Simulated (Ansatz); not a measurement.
Ideal-gas functions of C2H2FNS, SMILES `NC1=C(F)S1` at 600 K and 1 bar, from an Ansatz frequency run at PBE0-D4/def2-TZVP.

Molar mass 91.11 g/mol, point group C1 (symmetry number 1), electronic degeneracy 1, moments of inertia 95.676, 119.993, 201.834 u Å². Harmonic wavenumbers (cm⁻¹, unscaled): 167, 205, 321, 373, 448, 571, 666, 822, 848, 1112, 1261, 1571, 1666, 3584, 3708.

Use S(trans) = R[1.5 ln M + 2.5 ln T − 1.1517]; rotational temperatures θ = 24.2544 K / I; S(rot) = R[ln(√π/σ · √(T³/θAθBθC)) + 1.5]; for each mode x = 1.438777 ν̃/T, S = R[x/(eˣ − 1) − ln(1 − e⁻ˣ)] and H = RT x/(eˣ − 1); 1 cm⁻¹ = 0.0119627 kJ/mol; R = 8.31446 J/(mol·K).

Task: By hand: the entropy, in J/(mol·K).

Result: Translation 179.7. Rotation: θ = 0.2535, 0.2021, 0.1202 K, giving 118.2. Vibration, mode by mode: 15.98, 14.30, 10.69, 9.51, 8.11, 6.32, 5.25, 3.90, 3.71, 2.25, 1.70, 0.94, 0.78, 0.01, 0.01, in all 83.5. Electronic 0.0. Sum 381.4 J/(mol·K).

Task: By hand: H − E and G − E in kJ/mol, counted from the electronic energy.

Result: Zero-point energy ½ × 17323 × 0.0119627 = 103.6; thermal vibration 27.2; translation, rotation and pV give 4 RT = 20.0. H − E = 150.8 kJ/mol, and G − E = 150.8 − 600 × 381.4/1000 = -78.0 kJ/mol.

Vibration gives 22 % of the entropy. The sum counts one conformer and one mirror image; others add a mixing term.
